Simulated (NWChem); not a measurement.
Species: propyne (C3H4); SMILES CC#C

```xyz
7

C     -0.0003    -1.2328    -0.0018
C     -0.0015     0.2208     0.0000
C     -0.0025     1.4316    -0.0017
H     -0.7544    -1.6272    -0.7005
H     -0.2267    -1.6315     0.9992
H      0.9812    -1.6272    -0.3074
H     -0.0051     2.5056    -0.0054
```
Atoms are numbered in this order, from 1.

Structure relaxed at the PBE0/def2-SVP level.

Problem. List the 4 lowest vertical singlet excitations from Hartree-Fock/def2-SVP, CIS (NWChem).

Solution. 
```json
[
 {"state": "S1", "energy (eV)": "6.51", "oscillator strength": "0.000", "leading excitation (squared amplitude)": "HOMO → LUMO+1 (0.32)"},
 {"state": "S2", "energy (eV)": "6.89", "oscillator strength": "0.001", "leading excitation (squared amplitude)": "HOMO → LUMO+2 (0.29)"},
 {"state": "S3", "energy (eV)": "6.89", "oscillator strength": "0.001", "leading excitation (squared amplitude)": "HOMO−1 → LUMO+2 (0.29)"},
 {"state": "S4", "energy (eV)": "10.16", "oscillator strength": "0.001", "leading excitation (squared amplitude)": "HOMO → LUMO+3 (0.72)"}
]
```
